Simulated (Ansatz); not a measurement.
For SnS (Pnma, No. 62), PBEsol (PAW; Ansatz, a first-principles code) gives:

* **volume per atom**: 23.40 Å³/atom
* **bulk modulus**: 37.6 GPa
* **cohesive energy**: 3.96 eV/atom
* **band gap**: 0.56 eV

What does PBE-D3(BJ) (PAW; Ansatz) give for the same quantities?


- equilibrium volume per atom: 23.76 Å³/atom (grows by 1.5 %)
- bulk modulus: 35.7 GPa (drops by 5.1 %)
- cohesive energy: 3.91 eV/atom (shrinks by 0.05 eV/atom)
- band gap: 0.65 eV (increases by 0.09 eV)

For comparison: band gap 1.08 eV (measured, temperature not stated, no zero-point or thermal correction, compiled measured gap; kind and temperature not stated; as tabulated in Kothakonda et al. (2022), arXiv:2208.02841).

Changes are worked out from the printed values.

Unless a cell is named, each level is at its own relaxed cell (PBEsol 23.40, PBE-D3(BJ) 23.76 Å³/atom).

Levels without +SOC leave out spin–orbit coupling, which shifts energies and cells of such heavy elements.

Spin–orbit coupling is included only where a level's name says +SOC; with heavier elements it mostly lowers gaps and can invert bands. Density-functional gaps are differences of (generalised) Kohn–Sham levels.

Caveats: the relaxation could not lower the start's symmetry, so the cell can be a saddle point above a distorted one (PBEsol, PBE-D3(BJ)). Ansatz's density-functional and Hartree–Fock values are scalar-relativistic unless marked +SOC, with PAW data made under PBE.
